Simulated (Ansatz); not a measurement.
Species: CH3, SMILES `[CH3]` (charge 0, multiplicity 2), formula CH$_{3}$.

Question: How many basis functions does Ansatz (a program for electronic structure) with frozen-core CCSD(T)/cc-pVTZ // B3LYP-D3(BJ)/def2-TZVP use, how many core orbitals are frozen, and how many electrons are correlated?

Answer: 72 basis functions and 1 frozen orbitals, which leaves 7 correlated electrons. Core time is of the order of seconds.
